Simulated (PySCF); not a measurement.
HAlSi, quintet: the ladder up to full CI

Geometry: that of the HAlSi, triplet, kept fixed. The triplet lies 2.6 eV lower here.

```
atom   x (Å)   y (Å)    z (Å)
  Si  0.0000  0.0000   2.0886
  Al  0.0000  0.0000  -0.2449
   H  0.0000  0.0000  -1.8437
```

Basis 6-31G; PySCF 2.14.0. Correlated methods freeze the noble-gas cores, which leaves 8 electrons in 18 orbitals. R marks a restricted (for open shells ROHF) determinant, U an unrestricted one.

Full CI is exact within this basis and frozen core; it isn't the basis-set limit. The frozen core follows each run's orbitals, which can shift R against U totals by a few meV.

* UHF ⟨S²⟩: 6.018
* T1 diagnostic (ROHF- or RHF-based CCSD): 0.0268
* largest doubles amplitude (ROHF- or RHF-based CCSD): 0.069
* T1 diagnostic (UCCSD): 0.0240

| level | E − E(full CI) (mEh) | share of correlation (%) | wall time |
| --- | --- | --- | --- |
| RHF | 63.91 | 0.00 | – |
| UHF | 61.10 | 4.39 | – |
| RMP2 | 22.44 | 64.89 | – |
| UMP2 | 22.24 | 65.21 | – |
| RCCSD | 1.78 | 97.22 | – |
| UCCSD | 1.78 | 97.21 | – |
| RCCSD(T) | 0.70 | 98.91 | 0.49 s |
| UCCSD(T) | 0.69 | 98.93 | 0.35 s |
| RCCSDT | 0.10 | 99.85 | 5.1 s |
| UCCSDT | 0.08 | 99.87 | 5.2 s |

The correlation energy at full CI, counted from RHF, is -1.739 eV. The search over symmetries took 69 s on 1 thread of Arm Neoverse V1, shared host; the state has 710,024 determinants.

Times are those of the correlated step on a shared host, with one SCF added for the restricted CCSD run; they ran on 1 thread of Arm Neoverse V1.

The full-CI state has the irrep B1 of C2v, in the program's axes (one component, if the state is degenerate).

Natural occupations of full CI about the gap: 1.956 1.942 1.001 1.000 0.990 0.988 0.056 0.021 0.015 0.006; effectively unpaired electrons, Σ n²(2−n)², 4.03.
